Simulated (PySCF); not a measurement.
**B: ionisation energy**

B [He] 2s2 2p1 (2P) → B⁺ [He] 2s2 (1S), as a difference of total energies. All numbers are calculated (PySCF 2.14, the non-relativistic Hamiltonian (point nucleus), in 6-31G*). Correlated levels: valence: 1s2 frozen. The calculations carry no spin-orbit coupling.

```
           method  ionisation energy (eV)  error (eV)
              UHF                   7.835      -0.462
             TPSS                   8.608      +0.311
             BP86                   8.563      +0.266
    MP2 (valence)                   7.909      -0.388
SCS-MP2 (valence)                   7.870      -0.427
   CCSD (valence)                   7.770      -0.527
CCSD(T) (valence)                   7.791      -0.506
```

Reference: 8.297 eV (measured; NIST levels, between the centres of gravity of the two terms).

Errors of the correlated levels include the incompleteness of this basis and the frozen core.

The coupled-cluster amplitudes are large for B⁺ (T1 above 0.03 or a double amplitude above 0.15), so a single reference is strained.
